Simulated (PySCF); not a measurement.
Pentanal, C₅H₁₀O.
SMILES with atom numbers: `[CH3:1][CH2:2][CH2:3][CH2:4][CH:5]=[O:6]` (hydrogens: H7, H8, H9 on C1; H10, H11 on C2; H12, H13 on C3; H14, H15 on C4; H16 on C5)

The same species was optimised twice, with GFN2-xTB and with PBE0-D3(BJ)/def2-SVP (PySCF), and the same property calculations (PySCF, gas phase) were run on both structures.

| coordinate | GFN2-xTB | PBE0-D3(BJ)/def2-SVP | change |
| --- | --- | --- | --- |
| C3–C4 (Å) | 1.525 | 1.516 | -0.009 |
| C5=O6 (Å) | 1.198 | 1.202 | +0.004 |
| C2–C3 (Å) | 1.526 | 1.522 | -0.004 |
| C1–C2 (Å) | 1.523 | 1.520 | -0.003 |
| C4–C5 (Å) | 1.499 | 1.501 | +0.002 |
| C2–C3–C4 (°) | 112.0 | 113.5 | +1.5 |
| C3–C4–C5 (°) | 112.9 | 114.4 | +1.5 |
| C1–C2–C3 (°) | 111.6 | 113.1 | +1.5 |
| C4–C5–O6 (°) | 125.9 | 124.6 | -1.3 |
| C1–C2–C3–C4 (°) | 180 | 180 | 0 |
| C2–C3–C4–C5 (°) | 180 | -178 | +2 |
| C3–C4–C5–O6 (°) | 0 | 1 | +1 |

Rotational constants: A = 10347, B = 1489, C = 1345 MHz (GFN2-xTB) against A = 10370, B = 1475, C = 1334 MHz (PBE0-D3(BJ)/def2-SVP). Atoms that the bonding makes alike are paired by their places after alignment.

On the GFN2-xTB structure: HOMO (eV) -7.38 [PBE0/pcSseg-1]; LUMO (eV) -0.48 [PBE0/pcSseg-1]; dipole (D) 2.68 [PBE0/pcSseg-1]; GIAO shielding of C1 (ppm) 169.8 [PBE0/pcSseg-1]; GIAO shielding of C2 (ppm) 159.7 [PBE0/pcSseg-1]; GIAO shielding of C3 (ppm) 158.6 [PBE0/pcSseg-1]; GIAO shielding of C4 (ppm) 135.2 [PBE0/pcSseg-1]; GIAO shielding of C5 (ppm) -19.0 [PBE0/pcSseg-1]; GIAO shielding of O6 (ppm) -355.5 [PBE0/pcSseg-1].

Problem. What do these properties become on the PBE0-D3(BJ)/def2-SVP structure?

Solution. 
| property | level | on GFN2-xTB | on PBE0-D3(BJ)/def2-SVP | change |
| --- | --- | --- | --- | --- |
| HOMO (eV) | PBE0/pcSseg-1 | -7.38 | -7.40 | -0.02 |
| LUMO (eV) | PBE0/pcSseg-1 | -0.48 | -0.51 | -0.03 |
| dipole (D) | PBE0/pcSseg-1 | 2.68 | 2.69 | +0.01 |
| energy, GFN2-xTB geometry as zero (kcal/mol) | PBE0/pcSseg-1 | 0.0 | -0.6 | -0.6 |
| GIAO shielding of C1 (ppm) | PBE0/pcSseg-1 | 169.8 | 167.9 | -1.9 |
| GIAO shielding of C2 (ppm) | PBE0/pcSseg-1 | 159.7 | 158.8 | -0.9 |
| GIAO shielding of C3 (ppm) | PBE0/pcSseg-1 | 158.6 | 158.4 | -0.2 |
| GIAO shielding of C4 (ppm) | PBE0/pcSseg-1 | 135.2 | 134.7 | -0.5 |
| GIAO shielding of C5 (ppm) | PBE0/pcSseg-1 | -19.0 | -19.6 | -0.6 |
| GIAO shielding of O6 (ppm) | PBE0/pcSseg-1 | -355.5 | -361.1 | -5.6 |

The heavy atoms differ by 0.016 Å rms after alignment. Among bonds between heavy atoms C3–C4 changes most (-0.009 Å). Changes are differences of the printed values. Neither structure is proved a minimum here.

Shape of the structure used: `[CH3:1][CH2:2][CH2:3][CH2:4][CH:5]=[O:6]`: C1–C2–C3–C4 180°, C2–C3–C4–C5 -178°, C3–C4–C5–O6 1°.
